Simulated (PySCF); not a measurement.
# Basis set benchmark on one molecule

Molecule: SMILES C(/F)=C/F, C2H2F2.

Mapped SMILES: `[F:1]/[CH:2]=[CH:3]\[F:4]`; H(Xn) means a hydrogen on atom n.

Geometry PBE0-D3(BJ)/def2-SVP throughout; GIAO in PySCF, gas phase, one conformer, non-relativistic; equivalent atoms averaged; functional PBE0.

Reference values (CCSD(T)/13s9p4d3f; gas (isolated, no vibration); M. E. Harding, PhD thesis, Mainz 2008 (Harding, Lenhart, Auer, Gauss, JCP 2008, 128, 244111)): σ(F1/F4) = 370.7 ppm.

How do the basis sets STO-3G, 6-31G, pcSseg-0, 6-31G*, def2-SVP, cc-pVDZ, pcSseg-1, aug-cc-pVDZ, 6-311+G(2d,p), def2-TZVP, cc-pVTZ, IGLO-III, pcSseg-2 perform against the reference? Times are CPU seconds on shared hosts with different chips, so compare them loosely.

Results:


```
    basis set  functions  F1/F4  abs. error F  core-s
       STO-3G         22  354.7          16.0     1.1
        6-31G         40  336.4          34.3     1.9
     pcSseg-0         40  334.5          36.2     2.8
       6-31G*         60  348.3          22.4     2.4
     def2-SVP         66  350.1          20.6     2.5
      cc-pVDZ         66  346.6          24.1     4.3
     pcSseg-1         78  336.4          34.3     2.8
  aug-cc-pVDZ        110  349.4          21.3     7.1
6-311+G(2d,p)        120  339.4          31.3     4.7
    def2-TZVP        136  340.1          30.6     5.6
      cc-pVTZ        148  339.9          30.8      10
     IGLO-III        160  338.5          32.2      11
     pcSseg-2        172  337.9          32.8     7.1
```

For ¹⁹F the closest is STO-3G (16.0 ppm) and the furthest pcSseg-0 (36.2 ppm). Where a smaller basis beats a larger one, errors probably cancel; the largest sets show where the functional converges. One molecule is a small sample, and the reference may use another geometry.

A small basis that lands close on one nucleus may do so by chance; judge by the trend and by all nuclei.
